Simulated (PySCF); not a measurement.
# Do core-level shifts follow atomic charges?

C3H3FN2.
Z-matrix (Å and degrees, GFN2-xTB geometry), rows numbered from 1:
```
F 
C   1  1.3380
C   2  1.4014  1  127.04
N   3  1.3182  2  109.56  1  -179.99
N   4  1.3257  3  106.43  2     0.01
C   5  1.3499  4  112.81  3    -0.02
H   3  1.0699  2  128.93  1    -0.02
H   5  1.0077  4  119.69  3  -179.97
H   6  1.0696  2  131.58  1    -0.02
```

Binding energies: delta-SCF UKS SCAN, pcX-2 on the ionised atom, pcseg-1 elsewhere, spin-free X2C in PySCF 2.14.0. Charges: PBE0/pcSseg-1 ground-state density, for the ionised atom.

```
atom                          environment  C 1s (eV)  Mulliken (e)  IAO (e)  Hirshfeld (e)  ESP (e)
  C3  aromatic CH next to a ring nitrogen     291.29        +0.072   -0.115         -0.044   +0.029
  C6  aromatic CH next to a ring nitrogen     291.71        +0.123   -0.157         -0.042   -0.302
  C2                  aromatic C–F carbon     292.87        +0.110   +0.210         +0.039   +0.184
```

Question: Give the correlation coefficient and slope of binding energy on charge for each scheme.

Answer: Hirshfeld: r = 0.97, slope 16.8 eV per e; IAO: r = 0.94, slope 3.8 eV per e; ESP: r = 0.55, slope 1.8 eV per e; Mulliken: r = 0.51, slope 15.9 eV per e. Hirshfeld charges have the highest r, on only 3 points.

Question: The point-charge model writes a binding energy as kq + V + constant, with V the potential of the other atoms' charges at the site. What does it give with the ESP charges?

Answer: V = Σ 14.40 eV Å × q/r over all other atoms: -1.30 eV at C3, +4.31 eV at C6, -3.54 eV at C2. Fitting binding energy − V to q gives k = 18.1 eV per e and leaves an rms residual of 0.44 eV, against 0.56 eV for the fit on q alone. The model has no term for differences in relaxation between sites.

Geometry: GFN2-xTB; no solvent, vibrations or thermal averaging.
